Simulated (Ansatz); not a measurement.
Geometry optimisation, RKS B3LYP-D4/6-31G* (Ansatz).

Input:

```yaml
crystal:
  periodic: [false, false, false]
  atoms:
    - { symbol: Al, position_ang: [0.123615, 0.534125, -0.052505] }
    - { symbol: H, position_ang: [-0.30803, 0.117242, 1.401965] }
    - { symbol: H, position_ang: [1.596042, 1.062457, -0.309173] }
    - { symbol: H, position_ang: [-0.981068, 0.531405, -1.189949] }
    - { symbol: O, position_ang: [0.29297, -2.34789, 0.62966] }
    - { symbol: Si, position_ang: [-0.753941, -3.55459, 0.12475] }
    - { symbol: H, position_ang: [0.065169, -4.7585, -0.153354] }
    - { symbol: H, position_ang: [-1.756019, -3.859213, 1.183753] }
    - { symbol: H, position_ang: [-1.476903, -3.164383, -1.114404] }
    - { symbol: H, position_ang: [-0.073535, -1.731952, 1.310757] }
basis:
  gaussian: { orbitals: "6-31G*" }
hamiltonian:
  xc: b3lyp
  dispersion: d4
relax:
  f_tol: 0.03
  max_steps: 50
```

Run as:

```bash
$ ansatz run input.yaml --threads 1 --pin off --max-ram 2048MiB --backend cpu --events-out ev --progress --plain --runs-dir out
```

Q: Where does it end, and by what steps?

A: The forces met the threshold. The force dipped under the threshold on the way, but the program's further checks kept it going. After 22 steps the energy has fallen by 0.686 eV; H3 moved furthest, 1.48 Å. Joined: Al1–O5 (2.97 → 2.03 Å).

```csv
step,energy less start (eV),largest force component (eV/Å),accepted
0,0.0000,0.844,yes
1,-0.1739,0.896,yes
2,-0.3573,1.401,yes
3,-0.4961,1.843,yes
4,-0.5799,1.047,yes
5,-0.6260,0.641,yes
6,-0.6422,0.250,yes
7,-0.6630,0.333,yes
8,-0.6701,0.065,yes
9,-0.6593,0.717,no
10,-0.6731,0.039,yes
11,-0.6757,0.143,yes
12,-0.6736,0.210,no
13,-0.6782,0.108,yes
14,-0.6812,0.074,yes
15,-0.6831,0.069,yes
16,-0.6833,0.095,yes
17,-0.6848,0.059,yes
18,-0.6857,0.064,yes
19,-0.6851,0.076,no
20,-0.6859,0.013,yes
21,-0.6861,0.023,yes
22,-0.6863,0.020,yes
```

```xyz
10
Properties=species:S:1:pos:R:3
Al -0.050 0.043 0.064
H 0.277 0.692 1.496
H 1.162 -0.198 -0.955
H -1.494 0.302 -0.578
O -0.293 -1.836 0.798
Si -0.616 -3.303 -0.026
H 0.536 -4.217 0.154
H -1.841 -3.907 0.551
H -0.798 -2.896 -1.430
H -0.154 -1.852 1.758
```

Whether the end is a true minimum wasn't checked by a vibrational analysis.

The run took 61 s on 1 thread of Arm Neoverse V2, on a shared host, peak memory 0.14 GiB.
